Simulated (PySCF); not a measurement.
PySCF job for hydrazine (H₄N₂), SMILES NN, TDDFT-PBE/def2-TZVPD. Geometry optimised at B3LYP-D3(BJ)/def2-TZVP.

```python
import numpy as np
from pyscf import gto, scf, dft, tdscf

mol = gto.M(
    atom='''
    N     0.70827043    0.09781509    0.07364962
    N    -0.70827043   -0.09781504    0.07364969
    H     1.14414998   -0.78157358    0.31859663
    H     1.06001880    0.38610690   -0.83414408
    H    -1.14414998    0.78157380    0.31859609
    H    -1.06001881   -0.38610747   -0.83414381
    ''',
    basis='def2-TZVPD',
    charge=0,
    spin=0,
    symmetry=True,
    max_memory=1600,
    verbose=4,
)
mf = dft.RKS(mol, xc='pbe').density_fit(auxbasis='def2-universal-jkfit')
mf.grids.level = 3
mf.conv_tol = 1e-9
mf.max_cycle = 100
mf.kernel()
mf.grids = dft.Grids(mol).set(level=1).build(with_non0tab=True)  # coarser grid for the response kernel
td = tdscf.TDDFT(mf)
td.singlet = True
td.nstates = 10
td.conv_tol = 1e-4
td.positive_eig_threshold = 1e-6
td.kernel(x0=td.get_init_guess(mf, 15))
td.analyze()
tt = tdscf.TDA(mf)
tt.singlet = False
tt.nstates = 4
tt.conv_tol = 1e-4
tt.positive_eig_threshold = 1e-6
tt.kernel(x0=tt.get_init_guess(mf, 9))
tt.analyze(verbose=3)
```

Program output:

```
PySCF version 2.14.0

[INPUT] verbose = 4
[INPUT] num. atoms = 6
[INPUT] num. electrons = 18
[INPUT] charge = 0
[INPUT] spin (= nelec alpha-beta = 2S) = 0
[INPUT] symmetry True subgroup None
[INPUT] Mole.unit = angstrom
[INPUT] Symbol           X                Y                Z      unit          X                Y                Z       unit  Magmom
[INPUT]  1 N      0.708270430000   0.097815090000   0.073649620000 AA    1.338437134828   0.184843730950   0.139177610978 Bohr   0.0
[INPUT]  2 N     -0.708270430000  -0.097815040000   0.073649690000 AA   -1.338437134828  -0.184843636463   0.139177743259 Bohr   0.0
[INPUT]  3 H      1.144149980000  -0.781573580000   0.318596630000 AA    2.162130107627  -1.476960012396   0.602060374909 Bohr   0.0
[INPUT]  4 H      1.060018800000   0.386106900000  -0.834144080000 AA    2.003145218890   0.729636295805  -1.576303859627 Bohr   0.0
[INPUT]  5 H     -1.144149980000   0.781573800000   0.318596090000 AA   -2.162130107627   1.476960428136   0.602059354457 Bohr   0.0
[INPUT]  6 H     -1.060018810000  -0.386107470000  -0.834143810000 AA   -2.003145237787  -0.729637372949  -1.576303349401 Bohr   0.0

nuclear repulsion = 41.587565820491
point group symmetry = C2
symmetry origin: [-1.04984786e-09  6.16790569e-18  0.00000000e+00]
symmetry axis x: [ 1.00000000e+00 -3.49795488e-09 -6.92424071e-10]
symmetry axis y: [-3.4979550e-09 -1.0000000e+00 -1.7331618e-07]
symmetry axis z: [ 6.92423465e-10 -1.73316180e-07  1.00000000e+00]
num. orbitals of irrep A = 55
num. orbitals of irrep B = 55
number of shells = 46
number of NR pGTOs = 148
number of NR cGTOs = 110
basis = def2-TZVPD
ecp = {}


[settings echo left out]
init E= -111.813922786302
HOMO (A) = -0.287300346268403  LUMO (A) = -0.0251208578315634  gap/eV = 7.13427
cycle= 1 E= -111.740744938404  delta_E= 0.0732  |g|= 0.417  |ddm|= 1.64
HOMO (A) = -0.123530839972201  LUMO (A) = 0.00203097507008465  gap/eV = 3.41671
cycle= 2 E= -111.650489154398  delta_E= 0.0903  |g|= 0.763  |ddm|= 1.37
HOMO (A) = -0.211407246702834  LUMO (A) = -0.0137343115184549  gap/eV = 5.37895
cycle= 3 E= -111.781871700911  delta_E= -0.131  |g|= 0.0554  |ddm|= 0.904
HOMO (A) = -0.209132371386705  LUMO (A) = -0.0124820459666672  gap/eV = 5.35113
cycle= 4 E= -111.782462724849  delta_E= -0.000591  |g|= 0.0112  |ddm|= 0.0409
HOMO (A) = -0.209788729890224  LUMO (A) = -0.012990061953122  gap/eV = 5.35516
cycle= 5 E= -111.782489229445  delta_E= -2.65e-05  |g|= 0.00131  |ddm|= 0.00882
HOMO (A) = -0.209826028723764  LUMO (A) = -0.012979848130712  gap/eV = 5.35646
cycle= 6 E= -111.782489663039  delta_E= -4.34e-07  |g|= 0.000249  |ddm|= 0.00161
HOMO (A) = -0.209860976004279  LUMO (A) = -0.0130065201160399  gap/eV = 5.35668
cycle= 7 E= -111.782489677386  delta_E= -1.43e-08  |g|= 4.48e-05  |ddm|= 0.000264
HOMO (A) = -0.209861567169671  LUMO (A) = -0.0130056562307779  gap/eV = 5.35672
cycle= 8 E= -111.782489677828  delta_E= -4.42e-10  |g|= 3.28e-06  |ddm|= 3.74e-05
HOMO (A) = -0.20986154553826  LUMO (A) = -0.0130058071201447  gap/eV = 5.35672
Extra cycle  E= -111.78248967783  delta_E= -1.82e-12  |g|= 1.67e-06  |ddm|= 6.85e-06
converged SCF energy = -111.78248967783
tot grids = 20128
Overwritten attributes  positive_eig_threshold  of <class 'pyscf.tdscf.rks.CasidaTDDFT'>


******** <class 'pyscf.tdscf.rks.CasidaTDDFT'> for <class 'pyscf.df.df_jk.DFSymAdaptedRKS'> ********
nstates = 10 singlet
deg_eia_thresh = 1.000e-03
wfnsym = None
conv_tol = 0.0001
eigh lindep = 1e-12
eigh level_shift = 0
eigh max_cycle = 100


Excitation energies (eV)
[5.40606162 5.49364498 6.22241607 6.2884502  7.20785115 7.37098421
 7.44668159 7.51912488 8.79811582 8.86834966]

** Singlet excitation energies and oscillator strengths **
Excited State   1:    A      5.40606 eV    229.34 nm  f=0.0072
       9 -> 10        0.70632
Excited State   2:    B      5.49364 eV    225.69 nm  f=0.0127
       8 -> 10        0.70624
Excited State   3:    B      6.22242 eV    199.25 nm  f=0.0384
       9 -> 11        0.70527
Excited State   4:    A      6.28845 eV    197.16 nm  f=0.0368
       8 -> 11        0.70565
Excited State   5:    A      7.20785 eV    172.01 nm  f=0.0012
       9 -> 12        0.69977
Excited State   6:    B      7.37098 eV    168.21 nm  f=0.0293
       8 -> 12       -0.68683
       9 -> 13       -0.16162
Excited State   7:    B      7.44668 eV    166.50 nm  f=0.0657
       8 -> 12        0.16105
       9 -> 13       -0.68684
Excited State   8:    A      7.51912 eV    164.89 nm  f=0.0067
       8 -> 13       -0.69912
Excited State   9:  ???      8.79812 eV    140.92 nm  f=0.0055
       9 -> 14        0.70353
Excited State  10:    A      8.86835 eV    139.81 nm  f=0.0068
       8 -> 14        0.68038
       9 -> 15       -0.18887

** Transition electric dipole moments (AU) **
state          X           Y           Z        Dip. S.      Osc.
  1         0.0000      0.0000      0.2328      0.0542      0.0072
  2        -0.2046      0.2299      0.0000      0.0947      0.0127
  3         0.1760      0.4700     -0.0000      0.2519      0.0384
  4        -0.0000      0.0000      0.4885      0.2386      0.0368
  5         0.0000      0.0000     -0.0820      0.0067      0.0012
  6         0.2827      0.2868     -0.0000      0.1622      0.0293
  7        -0.5974     -0.0568     -0.0000      0.3602      0.0657
  8        -0.0000     -0.0000     -0.1904      0.0362      0.0067
  9         0.1142      0.1124     -0.0000      0.0257      0.0055
 10        -0.0000      0.0000      0.1772      0.0314      0.0068

** Transition velocity dipole moments (imaginary part, AU) **
state          X           Y           Z        Dip. S.      Osc.
  1        -0.0000      0.0000      0.0528      0.0028      0.0093
  2        -0.0427      0.0507     -0.0000      0.0044      0.0145
  3         0.0408      0.1150     -0.0000      0.0149      0.0434
  4         0.0000      0.0000      0.1193      0.0142      0.0411
  5        -0.0000      0.0000     -0.0225      0.0005      0.0013
  6         0.0773      0.0835     -0.0000      0.0129      0.0318
  7        -0.1674     -0.0156      0.0000      0.0283      0.0688
  8         0.0000     -0.0000     -0.0553      0.0031      0.0074
  9         0.0350      0.0393     -0.0000      0.0028      0.0057
 10        -0.0000      0.0000      0.0595      0.0035      0.0072

** Transition magnetic dipole moments (imaginary part, AU) **
state          X           Y           Z
  1         0.0000     -0.0000     -0.6058
  2        -0.0686      0.7250     -0.0000
  3        -0.0067     -0.0934     -0.0000
  4         0.0000     -0.0000      0.1072
  5        -0.0000     -0.0000      0.4239
  6         0.1942     -0.2022     -0.0000
  7         0.0347      0.1582      0.0000
  8        -0.0000      0.0000     -0.1109
  9         0.1326      0.4891     -0.0000
 10         0.0000     -0.0000     -0.3432
Overwritten attributes  positive_eig_threshold  of <class 'pyscf.tdscf.rks.TDA'>


******** <class 'pyscf.tdscf.rks.TDA'> for <class 'pyscf.df.df_jk.DFSymAdaptedRKS'> ********
nstates = 4 triplet
deg_eia_thresh = 1.000e-03
wfnsym = None
conv_tol = 0.0001
eigh lindep = 1e-12
eigh level_shift = 0
eigh max_cycle = 100


Excitation energies (eV)
[5.19093792 5.25288316 5.90421856 6.01878494]

** Triplet excitation energies and oscillator strengths **
Excited State   1:    A      5.19094 eV    238.85 nm  f=0.0000
Excited State   2:    B      5.25288 eV    236.03 nm  f=0.0000
Excited State   3:    B      5.90422 eV    209.99 nm  f=0.0000
Excited State   4:    A      6.01878 eV    206.00 nm  f=0.0000
```

The run converged.
